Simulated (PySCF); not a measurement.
# UPBE38/LANL2DZ (density fitting with cc-pvtz-jkfit, core potential, Langevin dynamics) run of CH3BCl (SMILES C[B]Cl)

Aim: molecular dynamics of CH3BCl. Input form: an ASE script.

The calculation is run with PySCF 2.14.0.

3 further runs of the same task are left out: 1 that didn't finish, 2 set aside as unsound or not needed.

## Step 1: The molecule

The species is CH3BCl (6 atoms), meant as a doublet with charge 0. As SMILES, `C[B]Cl`. The shape is that of a PBE0-D4/def2-TZVP optimisation. The run starts from this shape.

Bond lengths: C1–B2 1.544 Å, B2–Cl3 1.727 Å, C1–H4 1.099 Å, C1–H5 1.095 Å, C1–H6 1.091 Å. Angles: C1–B2–Cl3 126.1°, B2–C1–H4 106.5°, B2–C1–H5 113.2°, B2–C1–H6 113.0°, H4–C1–H5 107.2°, H4–C1–H6 106.6°, H5–C1–H6 109.9°.

## Step 2: A short trajectory at UPBE38/LANL2DZ (density fitting with cc-pvtz-jkfit, core potential, Langevin dynamics)

Contents of mol.xyz:

```xyz
6

C     -0.289900     0.325200    -0.312400
B      0.195300    -1.059500     0.167700
Cl     1.467800    -1.355700     1.297800
H     -1.073500     0.641700     0.390700
H      0.494200     1.088800    -0.289700
H     -0.752000     0.295400    -1.300400
```

Contents of input.py:

```python
# C[B]Cl
import numpy
import pyscf.grad
from pyscf import gto, dft
from ase import units
from ase.md.velocitydistribution import MaxwellBoltzmannDistribution, Stationary, ZeroRotation
from ase.md.langevin import Langevin
from pyscf.pbc.tools.pyscf_ase import PySCF, ase_atoms_to_pyscf
from ase.io import read

atoms = read('mol.xyz')

mol = gto.Mole()
mol.atom = ase_atoms_to_pyscf(atoms)
mol.basis = 'lanl2dz'
mol.ecp = {'Cl': 'lanl2dz'}
mol.spin = 1
mol.max_memory = 1860
mol.verbose = 3
mol.build()

mf = dft.UKS(mol, xc='pbe38')
mf = mf.density_fit(auxbasis='cc-pvtz-jkfit')
mf.max_cycle = 100
atoms.calc = PySCF(method=mf)

e_ev = atoms.get_potential_energy()
print('energy %.6f eV' % e_ev)
rng = numpy.random.RandomState(526)
MaxwellBoltzmannDistribution(atoms, temperature_K=500, rng=rng)
Stationary(atoms)
ZeroRotation(atoms)
dyn = Langevin(atoms, 0.5 * units.fs, temperature_K=500, friction=0.01 / units.fs, rng=rng, fixcm=False, trajectory='md.traj', logfile='-')
dyn.run(40)
print(atoms.get_positions().round(5))
```

Run with:

```sh
OMP_NUM_THREADS=1 python input.py
```

Log:

```text
converged SCF energy = -79.5746757986814  <S^2> = 0.75205663  2S+1 = 2.0020556
[... 13 lines left out ...]
converged SCF energy = -79.5743351178288  <S^2> = 0.75204841  2S+1 = 2.0020474
[... 32 lines left out ...]
converged SCF energy = -79.5700691404264  <S^2> = 0.75204273  2S+1 = 2.0020417
[... 32 lines left out ...]
converged SCF energy = -79.5684084303665  <S^2> = 0.75206739  2S+1 = 2.0020663
[... 32 lines left out ...]
converged SCF energy = -79.5687621522179  <S^2> = 0.75212447  2S+1 = 2.0021233
[... 32 lines left out ...]
converged SCF energy = -79.5672247337262  <S^2> = 0.75218522  2S+1 = 2.002184
[... 32 lines left out ...]
converged SCF energy = -79.5681270240857  <S^2> = 0.75218974  2S+1 = 2.0021885
[... 32 lines left out ...]
converged SCF energy = -79.5725614495716  <S^2> = 0.75214183  2S+1 = 2.0021407
[... 32 lines left out ...]
converged SCF energy = -79.5747772186895  <S^2> = 0.75210716  2S+1 = 2.0021061
[... 32 lines left out ...]
converged SCF energy = -79.5714743503462  <S^2> = 0.7521106  2S+1 = 2.0021095
[... 32 lines left out ...]
converged SCF energy = -79.5698786967057  <S^2> = 0.75213865  2S+1 = 2.0021375
[... 32 lines left out ...]
converged SCF energy = -79.569352462764  <S^2> = 0.75216963  2S+1 = 2.0021685
[... 32 lines left out ...]
converged SCF energy = -79.5670076358232  <S^2> = 0.75219768  2S+1 = 2.0021965
[... 32 lines left out ...]
converged SCF energy = -79.567159592577  <S^2> = 0.7522139  2S+1 = 2.0022127
[... 9 lines left out ...]
0.0185       -2165.0152   -2165.1327       0.1175   151.5
converged SCF energy = -79.5681062325941  <S^2> = 0.75221776  2S+1 = 2.0022165
--------------- DFUKS_Scanner gradients ---------------
         x                y                z
0 C    -0.0382698230     0.0164853565    -0.0104569136
1 B     0.0019456117    -0.0239315295    -0.0068954888
2 Cl     0.0083059307     0.0026039905     0.0079308617
3 H    -0.0020740062    -0.0016684883    -0.0148833481
4 H     0.0358133249     0.0080182125     0.0074097587
5 H    -0.0057191448    -0.0015126029     0.0168986648
----------------------------------------------
0.0190       -2165.0014   -2165.1585       0.1570   202.4
converged SCF energy = -79.5694908514606  <S^2> = 0.75222174  2S+1 = 2.0022205
--------------- DFUKS_Scanner gradients ---------------
         x                y                z
0 C    -0.0356070066     0.0182086251    -0.0098425688
1 B     0.0015644992    -0.0246540328    -0.0068783566
2 Cl     0.0083994663     0.0026888885     0.0080477441
3 H    -0.0012295965    -0.0015136500    -0.0131200217
4 H     0.0306592949     0.0065167454     0.0062658687
5 H    -0.0037846207    -0.0012511571     0.0155307810
----------------------------------------------
0.0195       -2164.9809   -2165.1961       0.2153   277.5
converged SCF energy = -79.5709923679907  <S^2> = 0.75222526  2S+1 = 2.002224
--------------- DFUKS_Scanner gradients ---------------
         x                y                z
0 C    -0.0300618224     0.0205465155    -0.0078528329
1 B     0.0011046669    -0.0252217439    -0.0068228181
2 Cl     0.0084628323     0.0027881501     0.0081423996
3 H    -0.0002135650    -0.0012850687    -0.0109508415
4 H     0.0231819842     0.0038494857     0.0050665622
5 H    -0.0024719767    -0.0006815729     0.0124209808
----------------------------------------------
0.0200       -2164.9569   -2165.2370       0.2801   361.1
[[-0.33182  0.37399 -0.26119]
 [ 0.17406 -1.13276  0.03637]
 [ 1.47535 -1.34667  1.32998]
 [-0.94748  0.74503  0.54962]
 [ 0.62957  0.96593 -0.28295]
 [-0.94236  0.47021 -1.14188]]
```

Run time: 2.9 min. Hardware: 1 thread of Intel Xeon Platinum 8259CL at 2.50GHz (Skylake/Cascade Lake), shared host; peak memory 0.4 GiB.

Step by step:

| step | potential energy change (eV) | largest force (eV/Å) |
| --- | --- | --- |
| 0 | 0.0000 | 1.6100 |
| 2 | 0.0402 | 1.5491 |
| 4 | 0.1254 | 2.5568 |
| 6 | 0.1731 | 2.5536 |
| 8 | 0.1613 | 1.4247 |
| 10 | 0.1609 | 2.1493 |
| 12 | 0.1918 | 3.2131 |
| 14 | 0.2047 | 3.7097 |
| 16 | 0.1782 | 3.7548 |
| 18 | 0.1020 | 3.2166 |
| 20 | 0.0203 | 2.0875 |
| 22 | -0.0028 | 0.8829 |
| 24 | 0.0487 | 2.1765 |
| 26 | 0.1166 | 3.1160 |
| 28 | 0.1305 | 2.9325 |
| 30 | 0.1336 | 1.9868 |
| 32 | 0.1629 | 1.2077 |
| 34 | 0.2087 | 1.8080 |
| 36 | 0.2168 | 2.0820 |
| 38 | 0.1788 | 2.2092 |
| 40 | 0.1002 | 1.9155 |
